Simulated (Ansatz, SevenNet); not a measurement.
For hcp Be, the machine-learned potential SevenNet-0 (trained on PBE and PBE+U data) gives:

```
Quantity             Result
------------------  -------
lattice constant a  2.253 Å
c axis length       3.615 Å
```

What does r²SCAN-D4 (Ansatz, a quantum-chemistry and plane-wave program, PAW) give for the same quantities?


- lattice constant a: 2.258 Å (grows by 0.2 %)
- lattice parameter c: 3.557 Å (shrinks by 1.6 %)

For comparison: lattice constant a 2.286 Å (measured, 293 K, no zero-point or thermal correction, our sources range from 2.286 to 2.290; as tabulated in Wikipedia's data pages); lattice parameter c 3.584 Å (measured, 293 K, not corrected to a static lattice; as tabulated in Wikipedia's data pages).

Changes are worked out from the printed values.

Unless a cell is named, each level is at its own relaxed cell (SevenNet-0 7.94, r²SCAN-D4 7.85 Å³/atom).

Ansatz's density-functional and Hartree–Fock values are scalar-relativistic unless marked +SOC, with PAW data made under PBE.
